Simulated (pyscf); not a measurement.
Optimised with ωB97X-D3(BJ)/def2-SVP in PySCF. MP2 and CC: frozen core, UHF for open shells. ΔMP2 is the change of the MP2 total energy from the triple- to the quadruple-zeta basis.

Q: How much does it cost (ΔH, 298 K, CCSD(T)/def2-TZVPP + ΔMP2(QZVPP)) to split `[O]=[Zr]([Cl])[Cl]` at its Cl–Zr bond into [O=Zr–Cl]• + Cl•?

A: Cl–Zr to [O=Zr–Cl]• + Cl•: 118.2 kcal/mol. The radicals are drawn with the spin at the cut bond; how far it spreads was not checked. The CCSD(T) − MP2 part came from Ansatz, without density fitting, on the same reference. The frozen core leaves the outer d or s,p core shells of the metals and heavy elements correlated in the MP2 and CC values, and def2-TZVPP describes them poorly, which can shift differences by a few kcal/mol. Left out: the spin-orbit lowering of Cl. Open-shell species with a d-block atom are single-reference here; other states, and whether the spin sits on metal or ligand, were not checked. Elements past Kr carry the def2 core potentials, without spin-orbit coupling.
